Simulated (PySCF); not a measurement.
Species: C₅H₇P.
Atom-mapped SMILES: `[CH3:1][c:2]1[cH:3][cH:4][cH:5][pH:6]1`

Geometry (GFN2-xTB, Å), atoms numbered from 1 in this order:
```xyz
13
C5H7P angstrom
C     -2.0149    0.1044    0.3266
C     -0.5572    0.0418    0.0182
C      0.2511   -1.0266    0.1684
C      1.6214   -0.7953   -0.2040
C      1.8702    0.4527   -0.6396
P      0.3480    1.4145   -0.7706
H     -2.2260    0.9070    1.0331
H     -2.5858    0.3062   -0.5794
H     -2.3569   -0.8367    0.7529
H     -0.0758   -1.9777    0.5597
H      2.3703   -1.5665   -0.1100
H      2.8245    0.8224   -0.9743
H      0.5266    2.1544    0.4012
```

NICS is the negative of the GIAO shielding at a point without a nucleus: at the ring centre (0) and 1 Å above and below it (1); zz is the component along the ring normal. Level: GIAO PBE0/pcSseg-1 (PySCF, non-relativistic, gas phase) on the GFN2-xTB geometry, one conformer.

Ring bond lengths (Å), with Mayer bond orders in brackets: C2–C3 1.348 (1.71), C3–C4 1.439 (1.15), C4–C5 1.345 (1.74), C5–P6 1.805 (1.00), P6–C2 1.824 (0.97).

**Question.** Give the NICS values of each ring in ppm.

**Answer.** 
```tsv
ring	type	NICS(0)	NICS(1), two faces	NICS(1)zz, two faces	rms pucker (Å)	centre to ring atoms, mean (Å)
C2–C3–C4–C5–P6	5-membered ring with P; bonds drawn aromatic by RDKit's count	-3.8	-5.5 / -5.5	-11.8 / -10.3	0.04	1.31
```

**Question.** What can be read from them?

**Answer.** 
- C2–C3–C4–C5–P6: mean NICS(1)zz -11.0 ppm, shielded. A hydrogen on P6, outside the ring, lies 1.85 Å from a NICS(1) probe.

**Question.** And the bond-length index? HOMA = 1 − mean of α(R − Ropt)² over the ring bonds, with Krygowski's 1993 parameters (CC: Ropt 1.388 Å, α 257.7 Å⁻²; CP: Ropt 1.698 Å, α 118.91 Å⁻²).

**Answer.** 
- C2–C3–C4–C5–P6: HOMA 0.04; the largest term is that of P6–C2, α(R − Ropt)² = 1.88.

**Question.** What field does 1 T along the ring normal induce along that normal at the first NICS(1) probe listed for ring C2–C3–C4–C5–P6, 1 Å off the ring?

**Answer.** NICSzz × B0 = -11.8 ppm × 1 T = -12 μT, against the applied field.

**Question.** What are the shieldings of the ring atoms and their hydrogens in the same run (means over atoms taken as equivalent)?

**Answer.** 
```csv
atoms,environment,σ isotropic (ppm),"principal values of the symmetric part, first atom (ppm)"
C2,unsaturated ring carbon,27.4,"-70.1, 5.2, 147.1"
C3,unsaturated ring CH carbon,44.2,"-49.6, 53.4, 128.8"
C4,unsaturated ring CH carbon,39.0,"-62.7, 39.4, 140.4"
C5,unsaturated ring CH carbon,48.7,"-56.3, 48.9, 153.6"
P6,ring phosphorus,387.4,"305.9, 395.3, 461.0"
H10,hydrogen on carbon,24.68,"22.8, 23.3, 27.9"
H11,hydrogen on carbon,24.51,"22.5, 23.5, 27.5"
H12,hydrogen on carbon,25.00,"23.2, 25.4, 26.4"
H13,hydrogen on phosphorus,26.89,"22.0, 24.9, 33.7"
```
